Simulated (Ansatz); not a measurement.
Cartesian coordinates (Å):
```xyz
3

C      1.0591    -0.5086     0.0000
C     -0.0420    -0.0312     0.0000
H     -1.0171     0.3996     0.0000
```
Charge 0, spin multiplicity 2.

These are frozen-core CCSD(T)/cc-pVTZ // PBE0-D4/def2-TZVP in Ansatz (a first-principles code) values and carry that method's errors.

```json
{
 "HF energy": "-76.17742 Ha",
 "MP2 correlation energy": "-0.24222 Ha"
}
```

Q: Estimate the CCSD correlation energy, the (T) correction, the total energy and the T1 diagnostic.

A: 
| Quantity | Value |
|---|---|
| CCSD correlation energy | -0.27512 Ha |
| (T) correction | -0.01462 Ha |
| CCSD(T) total energy | -76.46716 Ha |
| T1 diagnostic | 0.062 |
